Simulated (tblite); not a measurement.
Compound: C3H4Cl2O.
Numbering: `[Cl:1][CH:2]([Cl:3])[C@H:4]1[CH2:5][O:6]1` (hydrogens: H7 on C2; H8 on C4; H9, H10 on C5)

Computed with GFN2-xTB (tblite), gas phase: Langevin dynamics at 400 K from the optimised GFN2-xTB geometry, time step 0.5 fs, friction 0.01 fs⁻¹, 2000 steps.

Start geometry:
```
atom  x, y, z in Å
Cl1    -1.803   -1.639   -0.159
C2     -1.223    0.044   -0.097
Cl3    -1.164    0.724   -1.732
C4      0.129    0.058    0.582
C5      1.387   -0.042   -0.160
O6      0.945    1.165    0.396
H7     -1.958    0.621    0.470
H8      0.086   -0.332    1.598
H9      2.245   -0.496    0.321
H10     1.363   -0.100   -1.240
```

The statistics below take the 31 frames saved every 25 fs from 250 to 1000 fs; their kinetic temperature (all 3N coordinates) averages 404 K.

**Question.** Give the mean, spread and extremes of the bond lengths.

**Answer.** 
| bond | start (Å) | mean (Å) | standard deviation (Å) | shortest (Å) | longest (Å) |
| --- | --- | --- | --- | --- | --- |
| Cl1–C2 | 1.782 | 1.786 | 0.053 | 1.689 | 1.905 |
| C2–Cl3 | 1.771 | 1.787 | 0.063 | 1.685 | 1.907 |
| C2–C4 | 1.512 | 1.529 | 0.045 | 1.441 | 1.600 |
| C4–C5 | 1.464 | 1.464 | 0.026 | 1.418 | 1.523 |
| C5–O6 | 1.399 | 1.395 | 0.025 | 1.331 | 1.448 |
| C4–O6 | 1.388 | 1.386 | 0.031 | 1.327 | 1.452 |
| C2–H7 | 1.093 | 1.095 | 0.037 | 1.027 | 1.157 |
| C4–H8 | 1.089 | 1.097 | 0.033 | 1.036 | 1.169 |
| C5–H9 | 1.084 | 1.094 | 0.038 | 1.029 | 1.165 |
| C5–H10 | 1.083 | 1.085 | 0.022 | 1.032 | 1.127 |

**Question.** Give the same statistics for bond angles, one of each kind among heavy atoms.

**Answer.** 
```
     angle  start (°)  mean (°)  standard deviation (°)  smallest (°)  largest (°)
Cl1–C2–Cl3      110.0     109.8                     4.9          98.7        119.6
 Cl1–C2–C4      108.4     109.2                     5.0         100.0        125.9
 Cl3–C2–C4      112.4     111.5                     4.1         105.1        121.9
  C2–C4–C5      122.7     122.5                     5.0         111.8        135.0
  C2–C4–O6      118.2     117.9                     4.0         108.9        124.6
  C5–C4–O6       58.7      58.5                     1.5          55.6         61.9
  C4–C5–O6       57.9      57.9                     1.6          53.9         61.1
  C4–O6–C5       63.4      63.5                     1.8          60.1         68.0
```

**Question.** How far does each atom move about its mean position (frames aligned on the start, all atoms weighted alike), and what rms force does it feel?

**Answer.** 
```json
{"atom": "Cl1", "rms displacement (Å)": "0.52", "rms force (eV/Å)": "0.91"}
{"atom": "C2", "rms displacement (Å)": "0.10", "rms force (eV/Å)": "2.17"}
{"atom": "Cl3", "rms displacement (Å)": "0.48", "rms force (eV/Å)": "1.03"}
{"atom": "C4", "rms displacement (Å)": "0.16", "rms force (eV/Å)": "1.93"}
{"atom": "C5", "rms displacement (Å)": "0.16", "rms force (eV/Å)": "2.13"}
{"atom": "O6", "rms displacement (Å)": "0.32", "rms force (eV/Å)": "1.63"}
{"atom": "H7", "rms displacement (Å)": "0.38", "rms force (eV/Å)": "1.30"}
{"atom": "H8", "rms displacement (Å)": "0.44", "rms force (eV/Å)": "1.15"}
{"atom": "H9", "rms displacement (Å)": "0.18", "rms force (eV/Å)": "1.26"}
{"atom": "H10", "rms displacement (Å)": "0.43", "rms force (eV/Å)": "0.91"}
```

The displacements run from 0.10 to 0.52 Å, the largest at Cl1.

**Question.** Follow the torsion Cl1–C2–C4–C5 through every second one of these frames.

**Answer.** 
```tsv
t (fs)	Cl1–C2–C4–C5 (°)
250	109
300	117
350	94
400	84
450	70
500	59
550	73
600	83
650	84
700	110
750	111
800	118
850	125
900	148
950	168
1000	-163
```

Largest departure from the start value over all these frames: Cl1–C2–C4–C5 105° (start 92°).

**Question.** How widely does the potential energy scatter, against a harmonic estimate?

**Answer.** Mean 0.45 eV above the start, standard deviation 0.109 eV, range 0.24 to 0.64 eV. For 24 classical harmonic modes at 400 K the canonical values are 24kT/2 = 0.41 eV and kT·√(24/2) = 0.119 eV.

The run is classical and short, so these are rough statistics of one trajectory.

The cost below is that of the whole dynamics run. Time: 8.2 s wall; peak memory 0.18 GiB. Hardware: one thread, Intel Xeon 6975P-C (x86_64), no GPU, shared host with 192 logical CPUs at a one-minute load of 85.
